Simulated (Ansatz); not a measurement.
**NaH2− (singlet): the correlation ladder at angle H2–Na1–H3 = 140.7°, aug-cc-pVTZ**

How much of the correlation energy of NaH2− (singlet) does each wave-function method recover here?

Program: Ansatz 0.2.0, Gaussian basis. Level of theory: aug-cc-pVTZ, core rule «outside noble gas», up to 5 orbitals frozen. These are calculated values, not measurements.

To be run: UHF; CCSD(T) on RHF; BCCD(T) on RHF; CCSDT(Q) on RHF; Full CI.

17 further runs of the same task are left out: 7 for a known fault of the program, 8 that didn't finish, 2 set aside as unsound or not needed. Runs told in other sessions of the task aren't counted.

## (1) The geometry

The geometry derives from a PBE0/def2-TZVPD stationary point (not a proven minimum). One angle is set to the value named; bond lengths are kept.

3 atoms, charge -1, spin multiplicity 1.

Atoms are counted from 1 here; the program's logs count them from 0.

Bond lengths: Na1–H2 2.066 Å, Na1–H3 2.066 Å. Angles: H2–Na1–H3 140.7°.

## (2) UHF

Input file in.yaml:

```yaml
crystal:
  periodic: [false, false, false]
  atoms:
    - {symbol: Na, position_ang: [-0.056001, 0.000000, 0.000000]}
    - {symbol: H, position_ang: [0.638659, 0.000000, -1.945459]}
    - {symbol: H, position_ang: [0.638659, 0.000000, 1.945459]}
basis:
  gaussian: {orbitals: aug-cc-pVTZ}
total_charge: -1
magnetization: {spin_polarized: true, initial_magnetization: 0}
hamiltonian: {xc: hf}
output: {orbitals: {seedname: orbitals}}
```

On the command line:

```sh
$ ansatz run in.yaml --threads 1 --pin off --events-out ev --progress --plain --max-ram 2393MiB
```

Further steps of the session: CCSD(T) on RHF; BCCD(T) on RHF; CCSDT(Q) on RHF; Full CI.

Q: Predict the results of all the runs planned. Wanted: FCI from the RHF energy; RMP2 from FCI; RCCSD from FCI; RCCSD(T) from FCI; RCCSDT(Q) from FCI; T1 diagnostic; effectively unpaired electrons.

As calculated:

| quantity | value |
| --- | --- |
| FCI from the RHF energy | -2.0267 eV |
| RMP2 from FCI | +479.1 meV |
| RCCSD from FCI | +10.8 meV |
| RCCSD(T) from FCI | +3.6 meV |
| RCCSDT(Q) from FCI | +0.1 meV |
| levels within 1 kcal/mol (43 meV) | RCCSD, RCCSD(T), BCCD(T), RCCSDT, RCCSDT(Q) |
| T1 diagnostic | 0.012 |
| effectively unpaired electrons | 0.05 |

**Reading.** RCCSD(T) lands +3.6 meV from the yardstick (0.2 % of the correlation energy). One determinant dominates. These misses are within one basis, not against nature.
